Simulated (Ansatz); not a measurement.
# CH₄O: energies up the ladder

One table from this session's results is given with a row withheld; the runs are named, their logs left out.

Program: Ansatz 0.2.0. Level of theory: the levels named in each step. These are calculated values, not measurements.

### The system as given

Bond lengths: C1–O2 1.406 Å, C1–H3 1.095 Å, C1–H4 1.089 Å, C1–H5 1.096 Å, O2–H6 0.963 Å. Angles: C1–O2–H6 109.0°, O2–C1–H3 111.7°, O2–C1–H4 106.5°, O2–C1–H5 111.7°, H3–C1–H4 109.0°, H3–C1–H5 109.0°, H4–C1–H5 108.9°.

As a file:

```xyz
6

C    -0.6632    0.2072    0.1950
O     0.6079   -0.2335   -0.2149
H    -0.7990    0.1015    1.2768
H    -1.3887   -0.4232   -0.3159
H    -0.8395    1.2517   -0.0855
H     1.2805    0.3079    0.2112
```

The first run:

Contents of input.yaml:

```yaml
crystal:
  periodic: [false, false, false]
  atoms:
    - { symbol: C, position_ang: [-0.65600712, 0.20773468, 0.1941322] }
    - { symbol: O, position_ang: [0.61674655, -0.23338589, -0.21889247] }
    - { symbol: H, position_ang: [-0.80439144, 0.10196004, 1.27516943] }
    - { symbol: H, position_ang: [-1.3911904, -0.41860808, -0.31064472] }
    - { symbol: H, position_ang: [-0.84811802, 1.25011779, -0.0858252] }
    - { symbol: H, position_ang: [1.28092044, 0.30385145, 0.21273077] }
basis:
  gaussian: { orbitals: def2-TZVPP }
hamiltonian:
  xc: pbe0
  dispersion: d4
phonons: {}
```

Command:

```console
$ ansatz run input.yaml --threads 4 --pin off --max-ram 10240MiB --backend cpu --events-out ev --progress --plain --runs-dir out
```

Steps of the session up to this table: Frequencies, PBE0-D4/def2-TZVPP; Single point, PBE-D4/def2-TZVPP; Single point, r2SCAN-D4/def2-TZVPP; Single point, B3LYP-D4/def2-TZVPP; Single point, wB97M-V/def2-TZVPP; Single point, B2PLYP/def2-TZVPP; Single point, LDA/def2-TZVPP; Single point, PBE0-D4/def2-SVP; Single point, PBE-D4/def2-SVP; Single point, CCSD(T)/def2-TZVPP; Single point, CCSD(T)/def2-QZVPP; The cation of multiplicity 2 at the same geometry, PBE0-D4/def2-TZVPP; The cation of multiplicity 2 at the same geometry, PBE-D4/def2-TZVPP; The cation of multiplicity 2 at the same geometry, r2SCAN-D4/def2-TZVPP; The cation of multiplicity 2 at the same geometry, B3LYP-D4/def2-TZVPP; The cation of multiplicity 2 at the same geometry, wB97M-V/def2-TZVPP; The cation of multiplicity 2 at the same geometry, B2PLYP/def2-TZVPP; The cation of multiplicity 2 at the same geometry, CCSD(T)/def2-TZVPP; The cation of multiplicity 2 at the same geometry, CCSD(T)/def2-QZVPP.

One of the session's tables, all rows but one given; the rest of the session is left out.

It belongs to the step «Vertical ionisation energy». 

```
               level  vertical ionisation energy (eV)
   PBE-D4/def2-TZVPP                           10.667
r2SCAN-D4/def2-TZVPP                           10.681
 B3LYP-D4/def2-TZVPP                           10.901
  wB97M-V/def2-TZVPP                                ?
   B2PLYP/def2-TZVPP                           10.942
  CCSD(T)/def2-TZVPP                           10.995
  CCSD(T)/def2-QZVPP                           11.101
         CCSD(T)/CBS                           11.172
```

**Question.** Estimate the row for wB97M-V/def2-TZVPP.

**Answer.** vertical ionisation energy (eV): 10.892. In the column «vertical ionisation energy (eV)» it lies between r2SCAN-D4/def2-TZVPP (10.681) and B3LYP-D4/def2-TZVPP (10.901).
